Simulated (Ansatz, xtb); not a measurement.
# A geometry optimisation of BH5NO+ with r2SCAN-D4/def2-SVP

The starting geometry of this gas-phase singlet was built from a drawn formula by distance geometry and a force field; its bonds are those of `[BH3-][O+]=[NH2+]`.

```yaml
atoms:
  - { symbol: B, position_ang: [-1.9469, 1.0431, 1.2043] }
  - { symbol: N, position_ang: [-0.5164, -0.6609, 0.5853] }
  - { symbol: O, position_ang: [-0.6545, 0.4441, 0.8984] }
  - { symbol: H, position_ang: [-2.6312, 0.9873, 0.2137] }
  - { symbol: H, position_ang: [-2.4803, 0.4294, 2.1059] }
  - { symbol: H, position_ang: [-1.7671, 2.1877, 1.5240] }
  - { symbol: H, position_ang: [-1.2957, -1.3485, 0.4849] }
  - { symbol: H, position_ang: [0.4314, -1.0686, 0.4342] }
```

Q: Where would you expect an optimisation with r2SCAN-D4/def2-SVP to take it?

A: It rearranges to `BO[NH3+]`. Distances that change by over a tenth: N2–O3 (1.16 → 1.41 Å). Contacts that open: B1–H5 (1.21 → 2.44 Å). Contacts that close: N2–H5 (2.71 → 1.04 Å).

The energy falls by 4.20 eV over 32 steps:

```
step  E − E(last) (eV)
   1             4.200
   4             3.282
   8             2.353
  11             2.116
  15             2.046
  18             1.981
  22             1.459
  25             0.484
  29             0.004
  32             0.000
```

Final geometry (Å):

```json
{"atom": "B", "x (Å)": "-1.7821", "y (Å)": "1.5023", "z (Å)": "1.1702"}
{"atom": "N", "x (Å)": "-0.9756", "y (Å)": "-0.6987", "z (Å)": "0.7251"}
{"atom": "O", "x (Å)": "-0.7588", "y (Å)": "0.6949", "z (Å)": "0.7062"}
{"atom": "H", "x (Å)": "-2.7926", "y (Å)": "0.9767", "z (Å)": "1.5599"}
{"atom": "H", "x (Å)": "-1.9179", "y (Å)": "-0.9342", "z (Å)": "1.0933"}
{"atom": "H", "x (Å)": "-1.5108", "y (Å)": "2.6634", "z (Å)": "1.1187"}
{"atom": "H", "x (Å)": "-0.8752", "y (Å)": "-1.0569", "z (Å)": "-0.2405"}
{"atom": "H", "x (Å)": "-0.2476", "y (Å)": "-1.1338", "z (Å)": "1.3179"}
```

From the same start GFN2-xTB ends elsewhere, in pieces: BH3NO + H2.

The end wasn't checked by frequencies. Run with Ansatz 0.2.0, 28 s on 2 threads of Arm Neoverse V2 (shared host).
